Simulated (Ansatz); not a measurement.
A made-up structure of C₂H₂B (charge -1), singlet:

```
5
angstrom
B -0.3242 0.4293 -0.3615
C 0.4978 -0.6593 0.5551
C 1.2013 -1.5909 1.3395
H -1.0833 0.0559 -1.4266
H -0.2917 1.7649 -0.1065
```

It is relaxed with PBE-D4/def2-SVPD and then PBE0-D4/def2-TZVPD (Ansatz 0.2.0). Atoms count as bonded within 1.22 times the sum of their covalent radii (H–H: 0.88 Å). The end point is not checked to be a true minimum.

Task: Does its bonding change? (Judge from chemistry; the calculation decides.)

Result: By the calculation: No: no bond forms or breaks.

Where it ends: The first stage lowers the energy by 1.15 eV in 4 steps. It ends as C₂H₂B ([BH2][C][C]), total charge -1:
| atom | x (Å) | y (Å) | z (Å) |
| --- | --- | --- | --- |
| B1 | -0.2894 | 0.3833 | -0.3227 |
| C2 | 0.4445 | -0.5887 | 0.4956 |
| C3 | 1.0726 | -1.4204 | 1.1960 |
| H4 | -0.9672 | 0.0500 | -1.2737 |
| H5 | -0.2605 | 1.5758 | -0.0952 |

Labels in which every atom is bracketed show which atoms are joined, not bond orders.

For scale, one of the runs: PBE0-D4/def2-TZVPD relaxation, 129 basis functions, launched by `ansatz run in.yaml --threads 2 --pin off --events-out ev --progress --plain --max-ram 4352MiB`. Hardware: 2 CPU threads of an Arm Neoverse V1, shared host. Wall time about 7.5 s.
